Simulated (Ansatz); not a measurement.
```yaml
crystal:
  periodic: [true, true, true]
  atoms:
    - {symbol: Al, position_ang: [-0.864546, 0.305366, -0.430661]}
    - {symbol: S, position_ang: [0.821309, -0.326404, 0.482066]}
basis:
  gaussian: {orbitals: cc-pVTZ-DK}
magnetization: {spin_polarized: true, initial_magnetization: 1}
hamiltonian: {xc: {name: wB97M-V}}
output: {forces: true}
```

```sh
$ ansatz run in.yaml --threads 2 --pin off --events-out ev --progress --plain --max-ram 32768MiB --backend cpu
```

(1) How does Ansatz answer? (Best estimate.)

## Answers

(1) Computed: The program refused the input.
```
Error: YAML parse error: error: line 2 column 3: crystal: missing field `lattice` (a structure is typed as `lattice` and `atoms`, a molecule's as `atoms` in Å alone, or read from a run's directory, `checkpoint`)
 --> <input>:2:3
1 | crystal:
2 |   periodic: [true, true, true]
3 |   atoms:
4 |     - {symbol: Al, position_ang: [-0.864546, 0.305366, -0.430661]}
```
